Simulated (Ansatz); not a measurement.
## C–N–GeH⁺, doublet in cc-pVDZ: errors against UCCSDT(Q)

Geometry: that of the C–N–GeH, singlet, kept fixed.

```xyz
4

C     0.0000   -0.0254    2.4120
N     0.0000    0.1047    1.2433
Ge    0.0000   -0.0375   -0.6273
H     0.0000    1.5464   -0.8081
```

Basis cc-pVDZ; Ansatz 0.2.0. Only valence electrons are correlated (noble-gas cores and the filled d shells of p-block atoms frozen), which leaves 13 electrons in 44 orbitals. Prefix R: restricted or restricted open-shell reference; prefix U: unrestricted. Active spaces: frontier = (9e, 9o) about the gap. No spin–orbit coupling is included, and no scalar relativity.

Full CI isn't at hand for all of this; UCCSDT(Q) serves as the reference, and is uncertain by about the last step of the cluster series. The frozen core follows each run's orbitals, which can shift R against U totals by a few meV for light atoms and by up to 0.1 eV past Ca.

* UHF ⟨S²⟩: 0.785
* T1 diagnostic (RCCSD): 0.0339
* largest doubles amplitude (RCCSD): 0.063
* T1 diagnostic (UCCSD): 0.0281

| level | E − E(UCCSDT(Q)) (mEh) | wall time |
| --- | --- | --- |
| UHF | 353.61 | – |
| UMP2 | 44.22 | – |
| UCCSD | 18.66 | – |
| UCCSD(T) | 2.93 | 28 s |
| UCCSDT | 1.65 | – |

Run but not shown, since their state, orbitals or frozen core can't be matched to the reference's or they repeat it: RHF, RMP2, RCCSD, RCCSD(T), BCCD(T), RCCSDT, RCCSDT(Q), CASSCF (frontier space), NEVPT2 (frontier space), MRCISD (frontier space), MRCISD+Q (frontier space).

Times hold each run's SCF and search for its determinant on a shared host, so for small cases they say little of a method's own cost; they ran on 1 thread of Arm Neoverse V2. Some runs computed forces too.
